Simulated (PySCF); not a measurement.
Gas-phase reaction: 4 BF₃.H₂O ⇌ B(OH)₃ + 3 BHF₂ + 3 F₂ + H₂O

Energies from PySCF, thermal terms from the rigid-rotor harmonic-oscillator model, ideal gas at 1 bar. † marks an energy on the PBE0/def2-TZVP geometry and frequencies; other levels use their own. All species are closed-shell singlets. Adducts (BF₃.H₂O) have no counterpoise correction, and HF, PBE, BLYP, B3LYP and PBE0 lack dispersion. BF₃.H₂O: computed as isolated molecules; such fragments, hydroxides, amides, oligomers or adducts are transient or little studied in the gas. The harmonic model lacks anharmonicity and excited electronic states, which grow with temperature; levels with a mode under 35 cm⁻¹ are left out. Internal rotation in BF₃.H₂O, B(OH)₃ is treated as a harmonic vibration of one conformer, which makes the entropy rough.

```json
[
 {"level": "BLYP/def2-TZVP†", "ΔE electronic, kJ": "2007", "ΔH°(298 K), kJ": "1965", "ΔS°(298 K), J/K": "516", "ΔG°(1400 K), kJ": "1291"},
 {"level": "M06-2X/def2-TZVP†", "ΔE electronic, kJ": "2307", "ΔH°(298 K), kJ": "2265", "ΔS°(298 K), J/K": "516", "ΔG°(1400 K), kJ": "1591"},
 {"level": "PBE/def2-SVP", "ΔE electronic, kJ": "2192", "ΔH°(298 K), kJ": "2151", "ΔS°(298 K), J/K": "543", "ΔG°(1400 K), kJ": "1437"},
 {"level": "PBE/def2-TZVP†", "ΔE electronic, kJ": "2083", "ΔH°(298 K), kJ": "2041", "ΔS°(298 K), J/K": "516", "ΔG°(1400 K), kJ": "1367"},
 {"level": "PBE0/def2-QZVP†", "ΔE electronic, kJ": "2200", "ΔH°(298 K), kJ": "2158", "ΔS°(298 K), J/K": "516", "ΔG°(1400 K), kJ": "1483"},
 {"level": "PBE0/def2-SVP†", "ΔE electronic, kJ": "2300", "ΔH°(298 K), kJ": "2258", "ΔS°(298 K), J/K": "516", "ΔG°(1400 K), kJ": "1583"},
 {"level": "PBE0/def2-TZVP", "ΔE electronic, kJ": "2196", "ΔH°(298 K), kJ": "2155", "ΔS°(298 K), J/K": "516", "ΔG°(1400 K), kJ": "1480"},
 {"level": "r2SCAN/def2-TZVP†", "ΔE electronic, kJ": "2216", "ΔH°(298 K), kJ": "2174", "ΔS°(298 K), J/K": "516", "ΔG°(1400 K), kJ": "1500"},
 {"level": "ωB97X-V/def2-TZVP†", "ΔE electronic, kJ": "2189", "ΔH°(298 K), kJ": "2147", "ΔS°(298 K), J/K": "516", "ΔG°(1400 K), kJ": "1472"}
]
```
ΔH° is lowest at BLYP/def2-TZVP† and highest at M06-2X/def2-TZVP†. No reference value is set beside these.
